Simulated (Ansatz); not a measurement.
Compare A (`CC1(C=O)CO1`) with its isomer B (`O=CC1(O)CC1`).

Calculated with Ansatz (gas phase, PBE0-D4/def2-TZVP geometries, no zero-point term in ΔE). CBS: MP2 limit from def2 TZ/QZ plus the TZ coupled-cluster correction, frozen cores. DFT in def2-TZVPP. B3LYP here is the variant with VWN-RPA as its local correlation; programs differ in this. One conformer a species, not always the lowest.

A:

```xyz
12

C    -0.647   -1.253    0.112
C    -0.096    0.131    0.006
C     0.304    0.819    1.267
O     0.413    0.271    2.328
C     0.584    0.611   -1.207
O    -0.726    1.028   -0.911
H     0.074   -1.907    0.605
H    -0.876   -1.647   -0.878
H    -1.559   -1.253    0.713
H     0.493    1.906    1.139
H     1.349    1.382   -1.141
H     0.686   -0.088   -2.034
```

B:

```xyz
12

O     1.018   -1.017   -2.039
C     0.115   -0.630   -1.337
C     0.361   -0.033   -0.021
O     1.691    0.041    0.329
C    -0.660   -0.285    1.061
C    -0.570    1.063    0.434
H    -0.945   -0.705   -1.651
H     2.173   -0.341   -0.421
H    -0.231   -0.414    2.046
H    -1.512   -0.915    0.837
H    -1.359    1.387   -0.234
H    -0.080    1.849    0.994
```

(1) Which isomer does CCSD(T)/CBS put lower? Give the gap. (Estimate.)

(2) Give E(B) − E(A) in kJ/mol with r2SCAN-D4, B3LYP, B2PLYP, MP2/def2-TZVPP, B3LYP-D4, ωB97M-V, CCSD/def2-TZVPP. (Estimate.)

Largest T1 diagnostic: 0.013.

## Answers

(1) Ansatz gave: B, by 23.8 kJ/mol.

(2) Computed: r2SCAN-D4 -27.3, B3LYP -23.7, B2PLYP -23.1, MP2/def2-TZVPP -25.8, B3LYP-D4 -23.9, ωB97M-V -26.6, CCSD/def2-TZVPP -22.1. None reverses the order clearly.

From PBE to PBE0 (25 % exact exchange), in def2-TZVPP and without D4, E(B) − E(A) moves by −3.5 kJ/mol.
